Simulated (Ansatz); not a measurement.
System: C₂H₃N, charge 0, triplet. This triplet is an excited state, 4.8 eV above the singlet at CCSD(T)/cc-pVQZ (Ansatz, a program for electronic structure). C2H3N (parent SMILES N#CC, triplet).
B3LYP-D3(BJ)/def2-TZVP minimum from Ansatz:
```
C
H 1 1.0922
H 1 1.0922 2 109.57
H 1 1.1026 2 108.57 3 118.41
C 1 1.4755 2 110.86 4 118.92
N 5 1.2819 1 123.35 2 -119.04
```
Charge 0, spin multiplicity 3.

Total energies in aug-cc-pVDZ, 16 correlated electrons, 3 frozen orbitals. Open shells are spin-unrestricted; no spin-orbit coupling. Correlated methods leave the cores frozen. No relativity. The spin of C2H3N (parent SMILES CC#N, triplet) was assumed, and the state is the lowest solution found for it.

```
method    program  energy (Eh)  minus CCSDT(Q) (mEh)
--------  -------  -----------  --------------------
HF         Ansatz   -131.81393                445.42
MP2        Ansatz   -132.19675                 62.60
CCSD       Ansatz   -132.23857                 20.78
CCSD(T)    Ansatz   -132.25536                  3.99
CCSDT(Q)   Ansatz   -132.25935                  0.00
```

Rough core times of Ansatz's runs on a shared machine: CCSD(T) 50 s, CCSDT(Q) 40 min.
